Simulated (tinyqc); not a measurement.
Worked calculation: MP2 on RHF in the sto-3g basis, for H2O, spin multiplicity 1. One step of it, computed by the program tinyqc.

Task: Orthogonalisation. S = U s U^T; canonical form X = U s^(-1/2), so that X^T S X = 1. Each column of U has its largest component positive (the first on a tie).

overlap S, lower triangle:
```
           1O 1s     1O 2s    1O 2px     1O 2py    1O 2pz     2H 1s     3H 1s
1O 1s   1.000000
1O 2s   0.236704  1.000000
1O 2px  0.000000  0.000000  1.000000
1O 2py  0.000000  0.000000  0.000000   1.000000
1O 2pz  0.000000  0.000000  0.000000   0.000000  1.000000
2H 1s   0.063285  0.520038  0.000000   0.317251  0.268658  1.000000
3H 1s   0.056299  0.486535  0.000000  -0.304950  0.258166  0.297195  1.000000
```

Give: eigenvalues of S; X.

Result:

eigenvalues of S: 0.3097  0.3910  0.8821  1.0000  1.0956  1.3155  2.0061

X:
```
              1        2        3       4        5        6       7
1O 1s   -0.2836   0.0732   0.7647  0.0000  -0.6178   0.0001  0.1396
1O 2s    1.2186  -0.2425  -0.3084  0.0000  -0.3080  -0.0039  0.4052
1O 2px   0.0000   0.0000   0.0000  1.0000   0.0000   0.0000  0.0000
1O 2py   0.2270   0.9103  -0.0011  0.0000   0.0122   0.7081  0.0100
1O 2pz   0.5845  -0.1224   0.6422  0.0000   0.6397  -0.0101  0.1948
2H 1s   -0.9980  -0.7348  -0.1408  0.0000   0.1156   0.3462  0.3806
3H 1s   -0.5243   1.0533  -0.1468  0.0000   0.1165  -0.3725  0.3632
```
